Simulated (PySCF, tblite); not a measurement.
# P2H3−: protonation

Wanted: protonation for P2H3− (`[PH-]P`).

Computed with tblite 0.8.0 and PySCF 2.14.0 and routines of our own; the level stands in each step. Atoms count from 0.

## 1. The starting structure

5 atoms, charge -1, multiplicity 1; geometry from: start built from the parent or by distance geometry.

## 2. Optimising the geometry with GFN2-xTB

What the job is given:

```
{"job": {"kind": "relax", "xc": "GFN2-xTB", "basis": "xTB"}, "charge": -1, "multiplicity": 1}
P      1.274400    -0.584300     0.413500
P     -0.705000     0.015300    -0.290500
H      2.195900     0.211000    -0.280900
H     -1.037200     1.346800     0.170300
H     -1.710900    -0.983000    -0.046800
```

The run is started by

```sh
$ OMP_NUM_THREADS=1 python redox_run.py task.json out
```

The driver reads the jobs from task.json and runs them one after another.

What it wrote:

```text
step      E/eV     max force
  0    -182.94072    2.648
  1    -183.13185    2.340
  2    -183.78440    1.512
  3    -183.89179    1.423
  4    -183.99966    1.212
  5    -184.06490    0.475
  6    -184.07388    0.270
  7    -184.07770    0.227
  8    -184.08363    0.223
  9    -184.08778    0.249
 10    -184.09281    0.187
 11    -184.09476    0.115
 12    -184.09578    0.120
 13    -184.09708    0.150
 14    -184.10031    0.235
 15    -184.10694    0.371
 16    -184.11330    0.447
 17    -184.11930    0.305
 18    -184.12441    0.158
 19    -184.12505    0.080
 20    -184.12584    0.078
 21    -184.12689    0.100
 22    -184.12766    0.083
 23    -184.12815    0.045
 24    -184.12832    0.036
 25    -184.12844    0.050
 26    -184.12855    0.026
 27    -184.12864    0.015
 28    -184.12866    0.004
```

Run time: 0.08 s. Hardware: 1 thread of Arm Neoverse V1, shared host.

Relaxation path:

```
step  energy from step 0 (eV)  largest force (eV/Å)
   0                   0.0000                2.6484
   1                  -0.1911                2.3397
   2                  -0.8437                1.5123
   3                  -0.9511                1.4234
   4                  -1.0589                1.2116
   5                  -1.1242                0.4751
   6                  -1.1332                0.2702
   7                  -1.1370                0.2271
   8                  -1.1429                0.2229
   9                  -1.1471                0.2490
  10                  -1.1521                0.1875
  11                  -1.1540                0.1146
  12                  -1.1551                0.1199
  13                  -1.1564                0.1496
  14                  -1.1596                0.2352
  15                  -1.1662                0.3710
  16                  -1.1726                0.4470
  17                  -1.1786                0.3055
  18                  -1.1837                0.1582
  19                  -1.1843                0.0802
  20                  -1.1851                0.0783
  21                  -1.1862                0.1004
  22                  -1.1869                0.0826
  23                  -1.1874                0.0451
  24                  -1.1876                0.0362
  25                  -1.1877                0.0505
  26                  -1.1878                0.0262
  27                  -1.1879                0.0146
  28                  -1.1879                0.0036
```

Distances of close pairs at the start and the end, largest changes first:

```
 bond  before (Å)  after (Å)  change (Å)
P0–P1       2.185      2.087      -0.098
P1–H3       1.448      1.401      -0.047
P1–H4       1.438      1.401      -0.037
P0–H2       1.401      1.370      -0.032
```

The end geometry stands in the next job.

## 3. Harmonic vibrations with GFN2-xTB

What the job is given:

```
{"job": {"kind": "ir", "xc": "GFN2-xTB", "basis": "xTB"}, "charge": -1, "multiplicity": 1}
P      1.168398    -0.307337     0.643032
P     -0.515212     0.188396    -0.485588
H      1.970622    -0.120676    -0.451363
H     -1.190912     1.063460     0.374220
H     -1.415653    -0.818139    -0.114672
```

What it wrote:

```text
mode    cm-1     km/mol
  1     194.1     16.50
  2     566.8     57.83
  3     700.9     64.48
  4     774.2      0.05
  5     919.3     10.24
  6    1204.6    112.66
  7    2114.4    182.11
  8    2181.1    238.72
  9    2343.9    271.67
ZPE 65.790  H(298)-E 78.371  G(298)-E -1.124 kJ/mol  S 266.63 J/(mol K)
```

It took 0.09 s on 1 thread of Arm Neoverse V1, shared host.

The strongest bands and the atoms that carry them (share of the mass-weighted mode):

```
cm⁻¹  km/mol                      atoms
 194    16.5  H2 60 %, H3 18 %, H4 18 %
 567    57.8           P1 50 %, P0 47 %
 701    64.5  H3 32 %, H2 31 %, H4 31 %
 919    10.2  H2 61 %, H4 15 %, H3 15 %
1205   112.7           H3 48 %, H4 48 %
2114   182.1           H3 48 %, H4 48 %
2181   238.7           H4 49 %, H3 48 %
2344   271.7                    H2 96 %
```

## 4. Optimising the geometry at PBE0-D3(BJ)/ma-def2-SVP

What the job is given:

```
{"job": {"xc": "PBE0", "basis": "ma-def2-SVP", "d3": "d3bj", "grid": 1, "kind": "geom"}, "charge": -1, "multiplicity": 1}
P      1.168398    -0.307337     0.643032
P     -0.515212     0.188396    -0.485588
H      1.970622    -0.120676    -0.451363
H     -1.190912     1.063460     0.374220
H     -1.415653    -0.818139    -0.114672
```

What it wrote:

```text
step   0  E = -684.04408368  max force = 0.036017
step   1  E = -684.05137126  max force = 0.009502
step   2  E = -684.05167383  max force = 0.001440
step   3  E = -684.05168540  max force = 0.000230
optimisation converged
```

It took 3.2 s on 1 thread of Arm Neoverse V1, shared host.

Along the way:

```
step  energy from step 0 (eV)  largest force component (eV/Å)
   0                   0.0000                          1.8521
   1                  -0.1983                          0.4886
   2                  -0.2065                          0.0740
   3                  -0.2069                          0.0118
```

Close pairs (by a distance rule), those that changed most:

```
 bond  before (Å)  after (Å)  change (Å)
P0–P1       2.087      2.191      +0.104
P0–H2       1.370      1.438      +0.068
P1–H4       1.401      1.442      +0.041
P1–H3       1.401      1.442      +0.041
```

The next job starts from the end point, and lists it.

```
                         at the end point                 value
  point group (found at 0.08 Å tolerance)                    Cs
rotational constants (GHz, main isotopes)  87.788, 6.146, 6.036
```

## 5. Harmonic vibrations (P₂H₃−): PBE0-D3(BJ)/ma-def2-SVP

What the job is given:

```
{"job": {"xc": "PBE0", "basis": "ma-def2-SVP", "d3": "d3bj", "grid": 2, "kind": "hessian"}, "charge": -1, "multiplicity": 1}
P      1.246071    -0.307293     0.679265
P     -0.554622     0.179368    -0.470082
H      2.081478    -0.114169    -0.474734
H     -1.265863     1.117008     0.362730
H     -1.488551    -0.866873    -0.135354
```

What it wrote:

```text
coarse grid: 5112 points
cycle   1  E = -683.9372265833  dE = -1.425e-01  |g| = 2.751e-01  |ddm| = 2.027e+00
cycle   2  E = -683.9272802987  dE =  9.946e-03  |g| = 3.489e-01  |ddm| = 1.417e+00
cycle   3  E = -683.9782817664  dE = -5.100e-02  |g| = 2.819e-02  |ddm| = 7.118e-01
cycle   4  E = -683.9784595084  dE = -1.777e-04  |g| = 1.820e-02  |ddm| = 7.177e-02
cycle   5  E = -683.9785842551  dE = -1.247e-04  |g| = 2.958e-03  |ddm| = 3.228e-02
cycle   6  E = -683.9785875948  dE = -3.340e-06  |g| = 4.387e-04  |ddm| = 5.166e-03
final grid: 39968 points
cycle   7  E = -684.0516614140  dE = -5.808e-06  |g| = 2.116e-03  |ddm| = 2.081e-02
cycle   8  E = -684.0516615011  dE = -8.717e-08  |g| = 2.086e-03  |ddm| = 7.653e-03
cycle   9  E = -684.0516631374  dE = -1.636e-06  |g| = 1.919e-04  |ddm| = 3.977e-03
cycle  10  E = -684.0516631510  dE = -1.355e-08  |g| = 4.252e-05  |ddm| = 3.348e-04
cycle  11  E = -684.0516631515  dE = -5.726e-10  |g| = 2.227e-05  |ddm| = 1.083e-04
cycle  12  E = -684.0516631517  dE = -2.078e-10  |g| = 1.409e-06  |ddm| = 4.105e-05
cycle  13  E = -684.0516631517  dE =  3.411e-12  |g| = 5.824e-07  |ddm| = 5.145e-06
converged SCF energy = -684.0516631517

mode    cm-1
  1     221.5
  2     453.4
  3     675.8
  4     758.1
  5     853.8
  6    1138.8
  7    2260.1
  8    2283.9
  9    2326.7
ZPE 65.628  H(298)-E 78.403  G(298)-E -1.580 kJ/mol  S 268.27 J/(mol K)
```

It took 15 s on 1 thread of Arm Neoverse V1, shared host; peak memory 0.72 GiB.

Zero-point energy 65.63 kJ/mol (xTB gave 65.79).

## 6. Single point (P2H3−): M06-2X/ma-def2-TZVP

Geometry: PBE0-D3(BJ)/ma-def2-SVP.

What the job is given:

```
{"job": {"kind": "sp", "xc": "M06-2X", "basis": "ma-def2-TZVP", "grid": 3}, "charge": -1, "multiplicity": 1}
P      1.246071    -0.307293     0.679265
P     -0.554622     0.179368    -0.470082
H      2.081478    -0.114169    -0.474734
H     -1.265863     1.117008     0.362730
H     -1.488551    -0.866873    -0.135354
```

What it wrote:

```text
coarse grid: 20240 points
cycle   1  E = -684.4584685710  dE = -1.611e-01  |g| = 2.746e-01  |ddm| = 1.562e+00
cycle   2  E = -684.4704353371  dE = -1.197e-02  |g| = 2.698e-01  |ddm| = 1.067e+00
cycle   3  E = -684.4971535444  dE = -2.672e-02  |g| = 2.834e-02  |ddm| = 4.288e-01
cycle   4  E = -684.4973283177  dE = -1.748e-04  |g| = 8.938e-03  |ddm| = 4.673e-02
cycle   5  E = -684.4973557106  dE = -2.739e-05  |g| = 4.758e-03  |ddm| = 1.834e-02
cycle   6  E = -684.4973635721  dE = -7.861e-06  |g| = 8.692e-04  |ddm| = 7.684e-03
final grid: 67784 points
cycle   7  E = -684.4964779645  dE = -4.362e-06  |g| = 1.574e-03  |ddm| = 6.930e-03
cycle   8  E = -684.4964781797  dE = -2.152e-07  |g| = 6.935e-04  |ddm| = 1.753e-03
cycle   9  E = -684.4964782678  dE = -8.807e-08  |g| = 1.797e-04  |ddm| = 8.519e-04
cycle  10  E = -684.4964782787  dE = -1.097e-08  |g| = 4.455e-05  |ddm| = 2.768e-04
cycle  11  E = -684.4964782799  dE = -1.124e-09  |g| = 1.045e-05  |ddm| = 1.533e-04
converged SCF energy = -684.4964782799
```

Run time: 4.2 s. Hardware: 1 thread of Arm Neoverse V1, shared host; peak memory 0.45 GiB.

Orbitals, density, ELF and potential are computed afterwards from the orbital file.

Frontier orbitals at M06-2X/ma-def2-TZVP, with the share of their density that lies nearest to each atom:

```
orbital  energy (eV)                                   lies on
   HOMO        -0.81                          P0 73 %; H2 14 %
   LUMO         3.53  H3, H4 about 31 % each; P0 18 %; H2 10 %
```

ELF in a plane through or near 2 of the atoms.

Ten even steps from ' ' (0.00) to '@' (1.00):
```
                                                        
                                                        
                                                        
                  ....            ..::..                
              ....::::..        ::==**++--              
              ..::----::..    ::++%%@@%%##::            
            ..::------::::....==##@@@@@@%%--            
        ..==**##**++------====**%%@@@@%%##::            
        ==%%@@@@@@%%----++**::..::####**--              
      ..++@@@@@@@@@@==--**==..##==..==--..              
      ..**@@@@@@@@@@==--**++::##==::==--..              
        ==%%@@@@@@%%----++**::....**##**--              
        ..==**##**++------====**%%@@@@%%##::            
            ..::------::::....==##@@@@@@%%--            
              ..::::--::..    ::++%%@@@@##::            
              ....::::..        ..==**++--              
                  ....            ......                
                                                        
                                                        
                                                        
```
The map spans 9.4 Å across and 7.3 Å up, centred on the molecule. Atoms in the plane (x, y in Å): P1 (0.6, 0.0), H2 (-2.1, 0.0).

On the surface of density 0.002 e/bohr³ the electrostatic potential runs, from the 1st to the 99th percentile, from -5.80 V near P0 to -3.61 V near H4.

## 7. Relaxing the molecule with GFN2-xTB

This step treats P2H4, `PP`.

What the job is given:

```
{"job": {"kind": "relax", "xc": "GFN2-xTB", "basis": "xTB"}, "charge": 0, "multiplicity": 1}
P      1.262300    -0.313400     0.674000
P     -0.565400     0.188000    -0.493100
H      2.098900    -0.121800    -0.471500
H     -1.268400     1.131600     0.342100
H     -1.491800    -0.870700    -0.124000
H      1.493700    -1.683600     0.731700
```

What it wrote:

```text
step      E/eV     max force
  0    -191.99506    1.109
  1    -192.05444    0.841
  2    -192.13337    0.864
  3    -192.16550    0.838
  4    -192.28289    0.528
  5    -192.29326    0.346
  6    -192.31072    0.476
  7    -192.32027    0.503
  8    -192.34162    0.299
  9    -192.34610    0.178
 10    -192.34841    0.146
 11    -192.35039    0.157
 12    -192.35458    0.232
 13    -192.35968    0.266
 14    -192.36351    0.177
 15    -192.36493    0.069
 16    -192.36536    0.078
 17    -192.36591    0.092
 18    -192.36739    0.160
 19    -192.37070    0.245
 20    -192.37702    0.328
 21    -192.38250    0.326
 22    -192.38783    0.264
 23    -192.39197    0.204
 24    -192.39589    0.297
 25    -192.40301    0.394
 26    -192.41123    0.344
 27    -192.41714    0.204
 28    -192.41895    0.081
 29    -192.41714    0.304
 30    -192.41993    0.081
 31    -192.42031    0.062
 32    -192.42158    0.047
 33    -192.42171    0.035
 34    -192.42176    0.016
 35    -192.42177    0.012
 36    -192.42178    0.017
 37    -192.42180    0.018
 38    -192.42181    0.012
 39    -192.42181    0.005
```

It took 0.18 s on 1 thread of Arm Neoverse V1, shared host.

Along the way: (not every step is listed)

```
step  energy from step 0 (eV)  largest force (eV/Å)
   0                   0.0000                1.1088
   1                  -0.0594                0.8409
   2                  -0.1383                0.8642
   3                  -0.1704                0.8376
   4                  -0.2878                0.5276
   5                  -0.2982                0.3455
   6                  -0.3157                0.4758
   7                  -0.3252                0.5027
   8                  -0.3466                0.2989
  10                  -0.3534                0.1457
  12                  -0.3595                0.2316
  14                  -0.3684                0.1770
  16                  -0.3703                0.0779
  18                  -0.3723                0.1599
  20                  -0.3820                0.3278
  22                  -0.3928                0.2642
  24                  -0.4008                0.2972
  26                  -0.4162                0.3441
  28                  -0.4239                0.0814
  30                  -0.4249                0.0811
  32                  -0.4265                0.0465
  34                  -0.4267                0.0161
  35                  -0.4267                0.0118
  36                  -0.4267                0.0171
  37                  -0.4267                0.0176
  38                  -0.4267                0.0117
  39                  -0.4267                0.0046
```

Distances of close pairs at the start and the end, largest changes first:

```
 bond  before (Å)  after (Å)  change (Å)
P0–P1       2.226      2.153      -0.072
P1–H4       1.454      1.395      -0.059
P1–H3       1.443      1.395      -0.048
P0–H2       1.431      1.395      -0.036
P0–H5       1.391      1.395      +0.005
```

The final coordinates are the input of the step that follows.

## 8. Harmonic vibrations with GFN2-xTB

What the job is given:

```
{"job": {"kind": "ir", "xc": "GFN2-xTB", "basis": "xTB"}, "charge": 0, "multiplicity": 1}
P      1.109856    -0.426311     0.747449
P     -0.599793    -0.129685    -0.527900
H      1.993651     0.197822    -0.133432
H     -0.891424     1.129588    -0.002628
H     -1.483220    -0.754978     0.352922
H      1.400389    -1.686247     0.222781
```

What it wrote:

```text
mode    cm-1     km/mol
  1     178.3     17.04
  2     516.2      0.00
  3     627.0      4.04
  4     645.8      6.02
  5     873.6      0.00
  6     885.1      0.00
  7    1108.4      0.00
  8    1133.2     18.20
  9    2224.9      0.02
 10    2257.1    124.73
 11    2302.7      0.11
 12    2314.8    228.71
ZPE 90.122  H(298)-E 103.329  G(298)-E 23.945 kJ/mol  S 266.25 J/(mol K)
```

Wall time 0.11 s (1 thread of Arm Neoverse V1, shared host).

The strongest bands and the atoms that carry them (share of the mass-weighted mode):

```
cm⁻¹  km/mol                               atoms
 178    17.0  H2 24 %, H3 24 %, H5 24 %, H4 24 %
 627     4.0  H2 25 %, H4 25 %, H3 25 %, H5 25 %
 646     6.0  H3 24 %, H5 24 %, H2 23 %, H4 23 %
1133    18.2  H3 24 %, H4 24 %, H2 24 %, H5 24 %
2257   124.7  H5 25 %, H4 25 %, H2 24 %, H3 23 %
2303     0.1  H3 26 %, H4 24 %, H2 24 %, H5 23 %
2315   228.7  H2 25 %, H5 25 %, H3 24 %, H4 23 %
```

## 9. Relaxing the molecule at PBE0-D3(BJ)/ma-def2-SVP

This step treats P₂H₄, `PP`.

Settings changed since step 8:

```diff
@@ -1,2 +1,2 @@
-{"job": {"kind": "ir", "xc": "GFN2-xTB", "basis": "xTB"}, "charge": 0, "multiplicity": 1}
+{"job": {"xc": "PBE0", "basis": "ma-def2-SVP", "d3": "d3bj", "grid": 1, "kind": "geom"}, "charge": 0, "multiplicity": 1}
 P      1.109856    -0.426311     0.747449
```

What it wrote:

```text
step   0  E = -684.62029566  max force = 0.026340
step   1  E = -684.62421954  max force = 0.004861
step   2  E = -684.62434337  max force = 0.000397
step   3  E = -684.62434426  max force = 0.000061
optimisation converged
```

Run time: 3.3 s. Hardware: 1 thread of Arm Neoverse V1, shared host.

Step by step:

```
step  energy from step 0 (eV)  largest force component (eV/Å)
   0                   0.0000                          1.3545
   1                  -0.1068                          0.2500
   2                  -0.1101                          0.0204
   3                  -0.1102                          0.0031
```

Close pairs (by a distance rule), those that changed most:

```
 bond  before (Å)  after (Å)  change (Å)
P0–P1       2.153      2.244      +0.091
P0–H2       1.395      1.430      +0.034
P1–H3       1.395      1.430      +0.034
P0–H5       1.395      1.430      +0.034
P1–H4       1.395      1.430      +0.034
```

The final coordinates are the input of the step that follows.

```
                         at the end point                 value
  point group (found at 0.08 Å tolerance)                   C2h
rotational constants (GHz, main isotopes)  63.902, 5.750, 5.705
                        dipole moment (D)                  0.00
```

## 10. Harmonic vibrations (P2H4, PP): PBE0-D3(BJ)/ma-def2-SVP

What the job is given:

```
{"job": {"xc": "PBE0", "basis": "ma-def2-SVP", "d3": "d3bj", "grid": 2, "kind": "hessian"}, "charge": 0, "multiplicity": 1}
P      1.154570    -0.436061     0.761591
P     -0.644506    -0.120053    -0.542000
H      2.049030     0.211039    -0.146680
H     -0.932038     1.171556    -0.000927
H     -1.538673    -0.768163     0.365843
H      1.441351    -1.728133     0.221225
```

What it wrote:

```text
coarse grid: 5728 points
cycle   1  E = -684.5487016199  dE = -1.500e-01  |g| = 7.410e-02  |ddm| = 2.056e+00
cycle   2  E = -684.5506963807  dE = -1.995e-03  |g| = 3.497e-02  |ddm| = 2.181e-01
cycle   3  E = -684.5511228536  dE = -4.265e-04  |g| = 9.453e-03  |ddm| = 7.382e-02
cycle   4  E = -684.5511505452  dE = -2.769e-05  |g| = 2.693e-03  |ddm| = 1.926e-02
cycle   5  E = -684.5511531660  dE = -2.621e-06  |g| = 3.718e-04  |ddm| = 4.202e-03
final grid: 45344 points
cycle   6  E = -684.6243274682  dE = -6.378e-06  |g| = 1.735e-03  |ddm| = 2.244e-02
cycle   7  E = -684.6243279302  dE = -4.621e-07  |g| = 1.333e-03  |ddm| = 5.040e-03
cycle   8  E = -684.6243285251  dE = -5.949e-07  |g| = 1.264e-04  |ddm| = 2.409e-03
cycle   9  E = -684.6243285312  dE = -6.079e-09  |g| = 1.847e-05  |ddm| = 1.936e-04
cycle  10  E = -684.6243285313  dE = -1.413e-10  |g| = 1.379e-06  |ddm| = 3.894e-05
cycle  11  E = -684.6243285313  dE = -3.638e-12  |g| = 2.668e-07  |ddm| = 2.642e-06
converged SCF energy = -684.6243285313

mode    cm-1
  1     100.4
  2     447.2
  3     625.4
  4     633.8
  5     862.5
  6     916.9
  7    1087.8
  8    1093.8
  9    2393.4
 10    2401.5
 11    2406.4
 12    2419.4
ZPE 92.045  H(298)-E 105.777  G(298)-E 24.860 kJ/mol  S 271.40 J/(mol K)
```

It took 19 s on 1 thread of Arm Neoverse V1, shared host; peak memory 0.83 GiB.

Zero-point energy 92.05 kJ/mol (xTB gave 90.12).

## 11. Single point (P2H4, PP): M06-2X/ma-def2-TZVP

Geometry: PBE0-D3(BJ)/ma-def2-SVP.

What the job is given:

```
{"job": {"kind": "sp", "xc": "M06-2X", "basis": "ma-def2-TZVP", "grid": 3}, "charge": 0, "multiplicity": 1}
P      1.154570    -0.436061     0.761591
P     -0.644506    -0.120053    -0.542000
H      2.049030     0.211039    -0.146680
H     -0.932038     1.171556    -0.000927
H     -1.538673    -0.768163     0.365843
H      1.441351    -1.728133     0.221225
```

What it wrote:

```text
coarse grid: 22712 points
cycle   1  E = -685.0625091315  dE = -1.533e-01  |g| = 1.416e-01  |ddm| = 1.568e+00
cycle   2  E = -685.0686388651  dE = -6.130e-03  |g| = 4.306e-02  |ddm| = 1.456e-01
cycle   3  E = -685.0690883740  dE = -4.495e-04  |g| = 7.624e-03  |ddm| = 4.664e-02
cycle   4  E = -685.0691197457  dE = -3.137e-05  |g| = 2.950e-03  |ddm| = 1.353e-02
cycle   5  E = -685.0691226194  dE = -2.874e-06  |g| = 7.771e-04  |ddm| = 3.878e-03
final grid: 77592 points
cycle   6  E = -685.0681519303  dE = -5.850e-06  |g| = 1.710e-03  |ddm| = 1.153e-02
cycle   7  E = -685.0681521558  dE = -2.255e-07  |g| = 7.339e-04  |ddm| = 1.399e-03
cycle   8  E = -685.0681522223  dE = -6.657e-08  |g| = 1.028e-04  |ddm| = 7.112e-04
cycle   9  E = -685.0681522257  dE = -3.369e-09  |g| = 3.484e-05  |ddm| = 1.325e-04
converged SCF energy = -685.0681522257
```

It took 3.1 s on 1 thread of Arm Neoverse V1, shared host; peak memory 0.5 GiB.

[end of part 1 of 3]
